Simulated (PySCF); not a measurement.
# Carbon: a sound run and one with changed settings

Sound run: C [He] 2s2 2p2, C⁺ [He] 2s2 2p1. All numbers are calculated (PySCF 2.14, the spin-free X2C one-electron Hamiltonian (Gaussian nucleus), in cc-pVDZ-DK (3s2p1d, 14 functions)). In the sound run the correlated levels freeze 1s2. The sound run starts from symmetry-adapted Hartree-Fock orbitals and uses a fine grid where one is needed.

Changed run: basis STO-3G, all-electron and non-relativistic. This setting is unsound on purpose.

```csv
species,method,sound run (hartree),changed run (hartree),converged
C,UHF,-37.70147,-37.19839,yes
C,BP86,-37.85454,-37.33767,yes
C,TPSS,-37.87326,-37.36419,yes
C,MP2,-37.75325,-37.20823,yes
C,CCSD(T),-37.77531,-37.21862,yes
C⁺,UHF,-37.30463,-36.87037,yes
C⁺,BP86,-37.42951,-36.98547,yes
C⁺,TPSS,-37.45315,-37.01517,yes
C⁺,MP2,-37.34592,-36.89090,yes
C⁺,CCSD(T),-37.37197,-36.91145,yes
```

Ionisation energy of C:

```
 method  sound run (eV)  changed run (eV)
    UHF          10.799             8.926
   BP86          11.566             9.584
   TPSS          11.432             9.497
    MP2          11.084             8.635
SCS-MP2          10.977             8.577
   CCSD          10.968             8.359
CCSD(T)          10.975             8.359
```

A minimal basis cannot let orbitals breathe on ionisation and holds almost no correlation. The Hamiltonian changed with the basis, so the totals do not compare.

For comparison, NIST gives 11.260 eV between the lowest levels.
